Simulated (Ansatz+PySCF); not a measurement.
The numbers below are computed, except where a source is named.
**Several solutions for singlet C₂H₂O₂**

```yaml
atoms:
  - { symbol: C, position_ang: [0.0000, 0.0224, -0.6989] }
  - { symbol: C, position_ang: [0.0000, -0.0224, 0.6989] }
  - { symbol: O, position_ang: [0.0000, 0.9791, -1.2487] }
  - { symbol: O, position_ang: [0.0000, -0.9791, 1.2487] }
  - { symbol: H, position_ang: [0.0000, -0.9017, -1.1522] }
  - { symbol: H, position_ang: [0.0000, 0.9017, 1.1522] }
```

Basis set: def2-SVP (spherical functions). Charge 0, multiplicity 1.

CASSCF(4,4) was run from several starts with Ansatz (development build ahead of 0.2.0) and PySCF 2.14.0. The starts are those of the Hartree–Fock orbitals from which the active space was taken at the frontier.

| run | program | start | converged | energy (hartree) | <S²> |
| --- | --- | --- | --- | --- | --- |
| A | Ansatz | search for the lowest state | yes | -226.42578 | 0.00 |
| B | PySCF | program defaults | yes | -226.40952 | 0.00 |
| C | Ansatz | atomic start, no search | yes | -226.40952 | 0.00 |
| D | Ansatz | stability test followed | yes | -226.40952 | 0.00 |

Q: Which runs reached the lowest solution of this kind, and what is wrong with the others?

A: A reached the lowest solution found. Converged but too high: B by 0.44 eV, C by 0.44 eV, D by 0.44 eV. Convergence only shows a stationary point; in CASSCF the end hangs on which orbitals enter the active space. Caution: other starts end on other solutions of this active space.
